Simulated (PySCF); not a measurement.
From results back to the method.

3-butenal, C₄H₆O.
SMILES: `C=CCC=O`

The closed-shell ground state was solved 5 times with PySCF (density fitting, gas phase), always in the pcJ-1 basis (195 functions), with these functionals: B3LYP, BHandHLYP, KT2, PBE and PBE0. Isolated species at its PBE0-D3(BJ)/def2-SVP geometry (one conformer only).

```csv
row,total energy (Eh),HOMO (eV),LUMO (eV),dipole (D)
P,-230.9546,-7.41,-0.64,2.68
Q,-230.9432,-5.88,-1.85,2.51
R,-231.0866,-8.59,0.69,2.84
S,-235.1096,-6.05,-1.76,2.50
T,-231.2369,-7.18,-0.91,2.64
```

Q: Which functional belongs to which row?

A: P = PBE0, Q = PBE, R = BHandHLYP, S = KT2, T = B3LYP. By rising HOMO–LUMO gap: PBE (GGA) 4.03 eV; KT2 (GGA) 4.29 eV; B3LYP (global hybrid, 20 % exact exchange) 6.27 eV; PBE0 (global hybrid, 25 % exact exchange) 6.77 eV; BHandHLYP (global hybrid, 50 % exact exchange) 9.28 eV. Total energies of different functionals aren't bounds to one another; each is stationary for its own functional.

The values belong to the conformer `[CH2:1]=[CH:2][CH2:3][CH:4]=[O:5]`: C1–C2–C3–C4 -132°, C2–C3–C4–O5 -4°.
